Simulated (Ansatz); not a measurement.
## F2Si, SMILES F[Si]F: a composite energy at a relaxed geometry

Program: Ansatz 0.2.0, Python API.

`composite_f2si.py`
```python
import ansatz as az
import numpy as np


def main() -> None:
    geometry = (
        az.Crystal.molecule()
        .atom("F", (0.14735, 1.31247, 0.22629))
        .atom("Si", (-0.57136, -0.04441, -0.31699))
        .atom("F", (0.42401, -1.26805, 0.0907))
    )

    model = geometry.calculation().basis(gaussian="def2-SVP").functional("B3LYP")
    symbols = [site.symbol for site in geometry.cartesian_sites]
    start = np.array([site.position_ang for site in geometry.cartesian_sites], dtype=float)
    rep = model.relax(force_tolerance=0.01).run(threads=1, backend="cpu").report
    end = np.array(rep["positions_ang"])
    print("final positions (A) and the move of each atom")
    for symbol, xyz, old in zip(symbols, end, start):
        print(f"{symbol:2s} {xyz[0]:10.5f} {xyz[1]:10.5f} {xyz[2]:10.5f}   {np.linalg.norm(xyz - old):7.4f}")

    minimum = az.Crystal.molecule()
    for symbol, place in zip(symbols, end):
        minimum = minimum.atom(symbol, place.tolist())
    at_minimum = minimum.calculation()
    level = lambda method, basis: at_minimum.basis(gaussian=basis).correlation(method).run(threads=1, backend="cpu").report
    small, large, cluster = level("mp2", "cc-pVDZ"), level("mp2", "cc-pVTZ"), level("ccsd_t", "cc-pVDZ")
    corr = lambda each: (each["free_energy_ev"] - each["reference_energy_ev"]) / 27.211386246
    mp2_limit = (27 * corr(large) - 8 * corr(small)) / 19
    pieces = {"HF / cc-pVTZ": large["reference_energy_ev"] / 27.211386246, "MP2 correlation, DZ-TZ limit": mp2_limit, "CCSD(T) - MP2 / cc-pVDZ": corr(cluster) - corr(small)}
    for name, value in pieces.items():
        print(f"{name:32s} {value:14.6f} Ha")
    print(f"{'sum':32s} {sum(pieces.values()):14.6f} Ha")
    print("T1 diagnostic", round(cluster["correlation"]["coupled_cluster"]["t1_diagnostic"], 4))


if __name__ == "__main__":
    main()
```

```console
$ python composite_f2si.py
final positions (A) and the move of each atom
F     0.17076    1.26713    0.23404    0.0516
Si   -0.60802   -0.04742   -0.33734    0.0420
F     0.43726   -1.21970    0.10331    0.0517
HF / cc-pVTZ                        -487.995788 Ha
MP2 correlation, DZ-TZ limit          -0.665209 Ha
CCSD(T) - MP2 / cc-pVDZ               -0.021433 Ha
sum                                 -488.682430 Ha
T1 diagnostic 0.0162
```

Caveats:
- Total energies depend on the basis set; only differences at equal settings carry meaning.
- The sum leaves out core correlation, relativity, the Hartree-Fock basis error and zero-point energy; a DZ-TZ extrapolation is rough.
- b3lyp holds the VWN-RPA fit, as in Gaussian; the form of ORCA and Turbomole is b3lyp5.
- Inner cores stay frozen, so this is valence correlation.
- For Al to Cl the sets with a tight d function, cc-pV(X+d)Z, are usual.
- Run time: 6.1 s on 1 thread of Arm Neoverse V1 (shared host), peak memory 0.2 GiB.
